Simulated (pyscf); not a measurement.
Optimised with ωB97X-D3(BJ)/def2-SVP in PySCF. MP2 and CC: frozen core, UHF for open shells. ΔMP2 is the change of the MP2 total energy from the triple- to the quadruple-zeta basis.

SMILES: O=PP
```xyz
5

O      0.8172     1.0304    -1.3110
P      1.7188     0.3843    -0.3130
P      0.3815    -0.5474     1.2124
H     -0.5322    -1.0634     0.2550
H      1.1769    -1.7225     1.3387
```
Charge 0, spin multiplicity 1.

Problem. What is the homolytic dissociation enthalpy (298 K, CCSD(T)/def2-TZVPP + ΔMP2(QZVPP)) of the P–P bond of O=P–PH₂, to O=P• + PH₂•?

Solution. P–P to O=P• + PH₂•: 201.6 kJ/mol. The radicals are drawn with the spin at the cut bond; how far it spreads was not checked. The CCSD(T) − MP2 part came from Ansatz, without density fitting, on the same reference. The term symbol of open-shell O=P• was not checked; spin-orbit terms are left out.
